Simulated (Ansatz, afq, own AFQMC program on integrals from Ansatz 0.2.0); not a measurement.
# InH3⁺, doublet: AFQMC among the cluster methods

```xyz
4

In    0.0000   -0.0451    0.0013
H     0.0000    5.5947   -0.1641
H     0.0000   -0.3460   -3.9884
H     0.0000   -0.1159    4.0015
```

Basis def2-SVP with its core potentials. Noble-gas cores (and the filled d shells of Ga–Kr and In–Xe) are frozen. AFQMC by an in-house program on the Cholesky factors that Ansatz 0.2.0 writes for its CCSD(T) run. The CISD trial takes its coefficients from CCSD amplitudes. Released means that phaseless walkers are propagated on without the constraint, phases kept. ± is one standard error of the sampling. No spin–orbit coupling.

Determinant: ROHF, the one that the program's search chose, which needn't be the lowest solution. The geometry is a point of a scan.

Full CI on the same integrals is exact in this basis and with this determinant's frozen core.

Cautions: no spin-orbit coupling; inner d shell frozen; a spin-contaminated unrestricted determinant lies lower (UHF 7.49 eV lower, ⟨S²⟩ 1.75); the search met a lower determinant of the same kind, perhaps of another symmetry (959 meV lower); strong correlation (T1 0.437, weight of the determinant 0.49, largest double 0.10); the CCSD(T) amplitudes may be one of several solutions (largest double 0.10); the CCSDT(Q) amplitudes may be one of several solutions (largest double 0.98); the CCSDTQ amplitudes may be one of several solutions (largest double 0.98); the ph-AFQMC/HF walk drifts between its halves (2.1 errors); the next higher spin lies close (within 5 meV by full CI); trial from another cluster root.

The T1 diagnostic is 0.4370 and the weight of the determinant in the CISD state is 0.493. The size of the correlated space is 5 electrons in 32 orbitals.

```csv
level,correlation energy (eV)
MP2,-17.5475
CCSD,-8.3397
CCSD(T),-8.3442
```

Question: Estimate where AFQMC with the constraint released lies against CCSD(T) on the same integrals.

Answer: 1.0 ± 0.6 kJ/mol above CCSD(T). The gap is under twice the noise, so this walk alone can't tell the two apart.

Reference: full CI, correlation energy -8.340 eV. The released energy is read at 2.40 1/Eh (meV from the phaseless value at times in 1/Eh: -5 ± 7 at 0.24, -7 ± 6 at 0.51, -13 ± 5 at 0.99, 0 ± 5 at 1.62, -11 ± 6 at 2.40). The cautions show a poor starting determinant, so the rows tell how each method copes with it here, and full CI is the sure value.

| level | E − E(reference) (kJ/mol) | share of correlation (%) |
| --- | --- | --- |
| CCSD(T) | -0.4 | 100.05 |
| CCSDT | 0.0 | 100.00 |
| CCSDT(Q) | 0.0 | 100.00 |
| CCSDTQ | 0.0 | 100.00 |
| ph-AFQMC/HF | 341.5 ± 3.5 | 57.56 |
| ph-AFQMC/CISD | 1.7 ± 0.7 | 99.79 |
| released AFQMC | 0.6 ± 0.6 | 99.92 |

CCSDT and higher add their correlation energy to the determinant of the CCSD(T) run, since their own runs factorise the integrals more tightly (a shift of under 2 meV). Released energies are given only where the last usable release times agree within the noise; a slower fall can still hide under it.
